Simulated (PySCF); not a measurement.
CH₂Cl₂, SMILES ClCCl. Geometry: r2SCAN-D4/def2-TZVP.

Problem. Give the equilibrium geometry at r2SCAN-D4/def2-TZVP (PySCF confirms it by a frequency run) as a Z-matrix, and its point group. (An estimate is asked for; the answer gives what the named calculation found.)

Solution. point group C2v.
```
C
H 1 1.0855
H 1 1.0855 2 112.02
Cl 1 1.7742 2 108.00 3 118.81
Cl 1 1.7742 2 108.00 3 -118.81
```
